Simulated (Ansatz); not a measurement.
# C2S4: the cost of one run

Program: Ansatz 0.2.0. Level of theory: the levels named in each step. These are calculated values, not measurements.

## (1) The structure to begin with

Bond lengths: S1–C2 1.649 Å, C2–S3 1.823 Å, S3–S4 2.071 Å, C2–C5 1.385 Å, S4–C5 1.823 Å, C5–S6 1.650 Å. Angles: S1–C2–S3 126.0°, S1–C2–C5 133.1°, S3–C2–C5 100.9°, C2–S3–S4 79.1°, S3–S4–C5 79.1°, C2–C5–S4 100.9°, C2–C5–S6 133.1°, S4–C5–S6 126.0°.

Coordinates:

```xyz
6

S    -1.4912   -1.7382   -0.4154
C    -0.6072   -0.3620   -0.2015
S    -1.1597    1.3359   -0.5710
S     0.7540    1.6937    0.1361
C     0.6721   -0.1229    0.2711
S     1.8725   -1.1098    0.8243
```

## (2) A rough first relaxation, PBE-D4/def2-SVPD

This run stands in another session on the same molecule. It ended at:

```xyz
6

S    -1.5474   -1.7400   -0.4375
C    -0.6315   -0.3585   -0.2108
S    -1.2134    1.3093   -0.5887
S     0.8121    1.6878    0.1584
C     0.6943   -0.1108    0.2782
S     1.9265   -1.0909    0.8439
```

## (3) Relaxation, HF/STO-3G

File input.yaml:

```yaml
crystal:
  periodic: [false, false, false]
  atoms:
    - { symbol: S, position_ang: [-1.54741109, -1.74003684, -0.43748004] }
    - { symbol: C, position_ang: [-0.63146125, -0.35854212, -0.2108004] }
    - { symbol: S, position_ang: [-1.21341956, 1.30928218, -0.58868338] }
    - { symbol: S, position_ang: [0.81211486, 1.68775543, 0.15843404] }
    - { symbol: C, position_ang: [0.69430369, -0.11082687, 0.27818123] }
    - { symbol: S, position_ang: [1.92647334, -1.09094178, 0.84388854] }
magnetization:
  spin_polarized: true
  initial_magnetization: 1
total_charge: -1
basis:
  gaussian: { orbitals: STO-3G }
hamiltonian:
  xc: hf
relax:
  f_tol: 0.002
  max_steps: 150
```

Launch:

```sh
ansatz run input.yaml --threads 4 --pin off --max-ram 10240MiB --backend cpu --events-out ev --progress --plain --runs-dir out
```

Q: Estimate wall time and peak memory on 4 threads of Arm Neoverse V2, shared host.

About 5.4 s, with a peak of 0.15 GiB.
